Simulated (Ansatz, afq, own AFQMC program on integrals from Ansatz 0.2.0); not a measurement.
**Atomization energy of CH2Ge, triplet**

```xyz
4

Ge    0.0000    0.0000    0.3308
C     0.0000    0.0000   -1.6265
H     0.0000    0.9089   -2.2295
H     0.0000   -0.9089   -2.2295
```

Connectivity, by distances: Ge–CH2.

Atoms in their ground-state spins without spin–orbit coupling (mostly on UHF) minus the molecule (UHF), without zero-point energy. The geometry is a stationary point, not shown to be a minimum.

Basis cc-pVDZ. Noble-gas cores (and the filled d shells of Ga–Kr and In–Xe) are frozen. Ansatz 0.2.0 and our own AFQMC program on the same integrals; the CISD trial comes from CCSD amplitudes, and released means the phaseless constraint is let go. ± is one standard error of the sampling. No spin–orbit coupling. The errors of all members are added in quadrature.

No full CI on the walks' own integrals is used here; CCSDT(Q) serves as the reference and is uncertain by about the last step of the cluster series. Each member takes its own surest rung, up to full CI.

The best estimate is CCSD(T) at the basis-set limit (CBS: def2-TZVPP and def2-QZVPP, with their diffuse functions for anions and beside diffuse sets, CCSD(T) itself extrapolated) plus the step from CCSD(T) to CCSDT(Q) in cc-pVDZ. Rows without CBS are in cc-pVDZ, the functionals in def2-TZVP; B2PLYP and the wave-function rows carry a basis error of their own. Core correlation and relativity beyond core potentials are missing, and ± holds the sampling alone.

Cautions: inner d shell frozen; no relativity below Rb; no spin-orbit coupling; CH₂Ge (triplet): lower spins were not checked.

```
 level  atomization energy (eV)
B2PLYP                   11.498
  CCSD                   10.488
   MP2                   10.597
```

Question: From these cheaper values, estimate the atomization energy at the level of the best estimate.

Answer: 11.591 eV (best estimate, highest rung CCSDT(Q)).

```csv
level,atomization energy (eV),error against the best estimate (eV)
HF,8.416,-3.175
CCSD(T),10.594,-0.997
CCSDT,10.604,-0.987
CCSDT(Q),10.612,-0.979
ph-AFQMC/CISD,10.612 ± 0.009,-0.979 ± 0.009
released AFQMC,10.603 ± 0.014,-0.988 ± 0.014
HF/CBS,8.654,-2.937
MP2/CBS,11.551,-0.040
CCSD(T)/CBS,11.573,-0.018
PBE,11.942,0.351
r2SCAN,11.866,0.275
PBE0,11.753,0.162
B3LYP,11.683,0.092
wB97M-V,11.641,0.049
```

Correlation beyond CCSD(T) adds 0.018 eV. Going to the basis-set limit adds 0.980 eV at CCSD(T). The perturbative (T) step is worth +0.106 eV.

Best estimates are given only where the step beyond CCSD(T) is under 0.3 eV and no member's determinant is very poor (T1 over 0.05, or 0.07 for open shells, ⟨S²⟩ too high by 0.3, two states mixed), so the hardest cases are missing from such tables.

The functionals ran in a triple-zeta set and keep a basis error of their own, a few kJ/mol for each bond in atomization energies and more for double hybrids, so close places among them and the extrapolated levels can swap.

CCSDT and higher add their correlation energy to the determinant of the CCSD(T) run, since their own runs factorise the integrals more tightly (a shift of under 2 meV). Each member of a difference takes its own highest rung, so a best estimate needn't equal the limit plus the step of one row. A walk keeps the symmetry of its determinant, which the program's search chose and which needn't be the lowest solution, so a lower state of the same spin and another symmetry isn't excluded. Released energies are given only where the last usable release times agree within the noise; a slower fall can still hide under it.
